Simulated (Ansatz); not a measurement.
# BSi: the cost of one run

Program: Ansatz 0.2.0, Gaussian basis. Level of theory: def2-QZVPP, core rule «outside noble gas», up to 6 orbitals frozen. These are calculated values, not measurements.

To be run: UHF; ROHF; CCSD(T) on UHF.

2 further runs of the same task are left out: 2 set aside as unsound or not needed.

## 1. What is computed

The geometry is a PBE0/def2-TZVP stationary point (not a proven minimum) of the parent state, kept for this charge and spin.

2 atoms, charge 1, spin multiplicity 3.

Atoms are counted from 1 here; the program's logs count them from 0.

Bond lengths: Si1–B2 1.919 Å.

## 2. UHF

in.yaml reads:

```yaml
crystal:
  periodic: [false, false, false]
  atoms:
    - {symbol: Si, position_ang: [0.000000, 0.000000, 0.000000]}
    - {symbol: B, position_ang: [0.000000, 0.000000, 1.919159]}
basis:
  gaussian: {orbitals: "def2-QZVPP.json"}
total_charge: 1
magnetization: {spin_polarized: true, initial_magnetization: 2}
hamiltonian: {xc: hf}
output: {orbitals: {seedname: orbitals}}
```

On the command line:

```console
$ ansatz run in.yaml --threads 1 --pin off --events-out ev --progress --plain --max-ram 4096MiB --backend cpu
```

Q: Estimate wall time and peak memory on 1 thread of AMD EPYC 7R13, shared host.

About 7.5 s, with a peak of 0.25 GiB.
